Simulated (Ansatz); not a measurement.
Compare A (`N#CC(F)(F)F`) with its isomer B (`[C-]#[N+]C(F)(F)F`).

Calculated with Ansatz (gas phase, PBE0-D4/def2-TZVP geometries, no zero-point term in ΔE). CBS: MP2 limit from def2 TZ/QZ plus the TZ coupled-cluster correction, frozen cores. DFT in def2-TZVPP. B3LYP here is the variant with VWN-RPA as its local correlation; programs differ in this.

Question: Which is lower in electronic energy at CCSD(T)/CBS, and by how much? (Estimate.)

Answer: The calculation gave: A, by 60.6 kJ/mol.

Question: Give E(B) − E(A) in kJ/mol with HF/def2-TZVPP, LDA (SPW92), BLYP-D4, B2PLYP, ωB97M-V, B3LYP, MP2/def2-TZVPP. (Estimate.)

Answer: Computed: HF/def2-TZVPP 29.4, LDA (SPW92) 61.2, BLYP-D4 65.1, B2PLYP 65.1, ωB97M-V 49.9, B3LYP 59.1, MP2/def2-TZVPP 76.3. None reverses the order clearly.

Question: Does the order hold for the free energy at 298.15 K (harmonic terms from PBE0-D4)? (Estimate.)

Answer: The calculation gave: Yes: G(B) − G(A) = +58.4 kJ/mol.

Largest T1 diagnostic: 0.014.

From BLYP to BHLYP (50 % exact exchange), in def2-TZVPP and without D4, E(B) − E(A) moves by −19.2 kJ/mol. In def2-TZVPP, CCSD(T) changes the Hartree–Fock value by +32.4 kJ/mol (the triples alone add +2.3 kJ/mol) and MP2 by +46.9 kJ/mol.
